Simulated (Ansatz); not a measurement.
Results of revPBE (plane waves, PAW; Ansatz, a program for electronic structure) for bcc Ba.

Numerical settings: plane-wave cutoff 520 eV, 16×16×16 k mesh, Fermi–Dirac smearing 0.05 eV, scalar-relativistic PAW data made under PBE.

Energies at three volumes about the minimum:

```
V (Å³/atom)  E − E_lowest (meV/atom)
-----------  -----------------------
65.847                          0.61
67.191                          0.00
68.534                          0.74
```

**Question.** Fit a parabola by hand: where is the minimum, what lattice constant follows, and what is the bulk modulus?

**Answer.** Slopes: (0.00 − 0.61)/(67.191 − 65.847) = -0.454 and (0.74 − 0.00)/(68.534 − 67.191) = 0.551 meV/Å³. Curvature E″ = 2 × (0.551 − (-0.454))/(68.534 − 65.847) = 0.748 meV/Å⁶. From the middle of the first interval, the slope vanishes at V0 = 66.5190 − (-0.454)/0.748 = 67.126 Å³/atom. B = V0 E″ = 67.126 × 0.748 meV/Å³ × 0.1602 GPa per meV/Å³ = 8.04 GPa. With 2 atoms in the cube, a = (2 × 67.126)^(1/3) = 5.120 Å. The full Birch–Murnaghan fit to all volumes gives V0 = 67.111 Å³/atom and B0 = 8.06 GPa.

Measured, for comparison: bulk modulus 9.34 GPa (corrected for temperature and zero-point phonon effects, our sources range from 9.34 to 10.6; as tabulated in Levämäki et al. (2014), arXiv:1402.3671); lattice constant a 4.995 Å (low-temperature or extrapolated to 0 K; zero-point anharmonic expansion removed, our sources range from 4.995 to 5.004; as tabulated in Csonka et al. (2009), arXiv:0903.4037). Computed (rounded) less measured: bulk modulus -14 % (-14 % to -24 % over the range).
